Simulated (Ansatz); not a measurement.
# C3H5NO: a ladder of functionals and wavefunction methods

An exercise on one series of results from a longer session: the logs are not shown, and one member is left open.

Program: Ansatz 0.2.0, Gaussian basis. Level of theory: functionals in def2-TZVPP, the program's frozen cores in correlated methods. These are calculated values, not measurements.

Levels to be run: LDA (SPW92), PBE-D4, revPBE-D4, BLYP-D4, r2SCAN-D4, B97M-V, PBE0-D4, B3LYP-D4, r2SCANh-D4, r2SCAN0-D4, HSE06-D4, BHLYP-D4, CAM-B3LYP-D4, LC-ωPBE, ωB97X-V, ωB97M-V, B2PLYP, PBE-QIDH; CCSD(T)/def2-SVP; CCSD(T)/def2-TZVPP; MP2/def2-QZVPP; extrapolation to the limit; RPA on PBE.

## The geometry

All runs share one geometry, relaxed beforehand with PBE0-D4 in a triple-zeta def2 set.

SMILES `C1=NCCO1`, 10 atoms, charge 0, spin multiplicity 1.

Atoms are counted from 1 here; the program's logs count them from 0.

Bond lengths: C1–N2 1.260 Å, C1–O5 1.347 Å, C1–H6 1.084 Å, N2–C3 1.463 Å, C3–C4 1.539 Å, C3–H7 1.093 Å, C3–H8 1.093 Å, C4–O5 1.441 Å, C4–H9 1.091 Å, C4–H10 1.091 Å. Angles: N2–C1–O5 120.0°, N2–C1–H6 125.4°, O5–C1–H6 114.6°, C1–N2–C3 105.9°, N2–C3–C4 104.8°, N2–C3–H7 109.7°, N2–C3–H8 109.6°, C4–C3–H7 112.7°, C4–C3–H8 112.7°, H7–C3–H8 107.4°, C3–C4–O5 103.9°, C3–C4–H9 113.7°, C3–C4–H10 113.6°, O5–C4–H9 108.1°, O5–C4–H10 108.0°, H9–C4–H10 109.1°, C1–O5–C4 105.4°.

The first run:

Input file in.yaml:

```yaml
crystal:
  periodic: [false, false, false]
  atoms:
    - {symbol: C, position_ang: [-1.256867, 0.560390, -0.416715]}
    - {symbol: N, position_ang: [-1.178951, -0.687752, -0.264996]}
    - {symbol: C, position_ang: [0.199160, -0.955934, 0.146250]}
    - {symbol: C, position_ang: [0.868017, 0.428791, 0.205573]}
    - {symbol: O, position_ang: [-0.177759, 1.335242, -0.194563]}
    - {symbol: H, position_ang: [-2.145129, 1.100979, -0.723721]}
    - {symbol: H, position_ang: [0.202822, -1.467166, 1.111858]}
    - {symbol: H, position_ang: [0.674386, -1.622620, -0.577632]}
    - {symbol: H, position_ang: [1.700737, 0.544226, -0.489846]}
    - {symbol: H, position_ang: [1.196784, 0.712744, 1.206693]}
basis:
  gaussian: {orbitals: def2-TZVPP}
hamiltonian: {xc: lda}
output: {orbitals: {seedname: orbitals}}
```

Launch:

```sh
$ ansatz run in.yaml --threads 2 --pin off --events-out ev --progress --plain --max-ram 4352MiB
```

Among the steps run: LDA; PBE-D4 (GGA); revPBE-D4 (GGA); BLYP-D4 (GGA); r2SCAN-D4 (meta-GGA); B97M-V (meta-GGA); B3LYP-D4 (hybrid); r2SCANh-D4 (hybrid); r2SCAN0-D4 (hybrid); HSE06-D4 (hybrid); BHLYP-D4 (hybrid); CAM-B3LYP-D4 (range-separated); LC-ωPBE (range-separated); ωB97X-V (range-separated); ωB97M-V (range-separated); B2PLYP (double hybrid); PBE-QIDH (double hybrid).

One table of the session follows, with a row left open; its other results are not shown here.

It belongs to the step «Orbital energies across the functionals». 

| functional | HOMO (eV) | LUMO (eV) | gap (eV) |
| --- | --- | --- | --- |
| LDA (SPW92) | -6.07 | -0.84 | 5.23 |
| PBE-D4 | -5.93 | -0.60 | 5.32 |
| revPBE-D4 | -5.87 | -0.51 | 5.36 |
| BLYP-D4 | -5.83 | -0.51 | 5.32 |
| r2SCAN-D4 | -6.16 | -0.34 | 5.82 |
| B97M-V | -6.24 | -0.29 | 5.95 |
| PBE0-D4 | -7.25 | 0.48 | 7.74 |
| B3LYP-D4 | -7.05 | 0.20 | 7.25 |
| r2SCANh-D4 | -6.66 | 0.06 | 6.72 |
| r2SCAN0-D4 | -7.42 | 0.65 | 8.07 |
| HSE06-D4 | ? | ? | ? |
| BHLYP-D4 | -8.50 | 1.62 | 10.12 |
| CAM-B3LYP-D4 | -8.65 | 1.63 | 10.28 |
| LC-ωPBE | -9.97 | 2.89 | 12.86 |
| ωB97X-V | -9.62 | 2.80 | 12.42 |
| ωB97M-V | -9.54 | 2.64 | 12.18 |

**Question.** Estimate the row for HSE06-D4.

As computed: HOMO (eV): -6.85; LUMO (eV): 0.10; gap (eV): 6.94. In the column «HOMO (eV)» it lies between B3LYP-D4 (-7.05) and r2SCANh-D4 (-6.66).
